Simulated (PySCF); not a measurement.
## LiF, singlet: reading a ladder of total energies

Geometry: MP2(full)/6-31G*, from the G2/97 set.

```xyz
2

Li    0.0000    0.0000    0.0000
F     0.0000    0.0000    1.5666
```

Basis 6-31G; PySCF 2.14.0. Correlated methods freeze the noble-gas cores, which leaves 8 electrons in 16 orbitals. R marks a restricted (for open shells ROHF) determinant. The metal's outer-core shells are frozen, which leaves out core–valence correlation.

Full CI is exact within this basis and frozen core; it isn't the basis-set limit.

```
    level  total energy (hartree)
      RHF             -106.920901
     RMP2             -107.056854
    RCCSD             -107.055580
 RCCSD(T)             -107.057055
   RCCSDT             -107.057212
RCCSDT(Q)             -107.057637
  full CI             -107.057555
```

Problem. What is the correlation energy at full CI, and what share of it do RMP2 and RCCSDT recover?

Solution. E(corr) = -107.057555 − (-106.920901) = -0.136654 hartree = -3.719 eV. RMP2: -0.135953 / -0.136654 = 99.49 %. RCCSDT: -0.136311 / -0.136654 = 99.75 %.

Problem. By how many kcal/mol does RCCSD(T) miss full CI (1 hartree = 627.509 kcal/mol), and which steps make up the rest?

Solution. -107.057055 − (-107.057555) = 0.000500 hartree = 0.31 kcal/mol. Steps: RCCSDT − RCCSD(T) = -0.10, RCCSDT(Q) − RCCSDT = -0.27, full CI − RCCSDT(Q) = 0.05 kcal/mol. That is within 1 kcal/mol of the reference in this basis, which itself misses far more of the correlation at the basis-set limit.
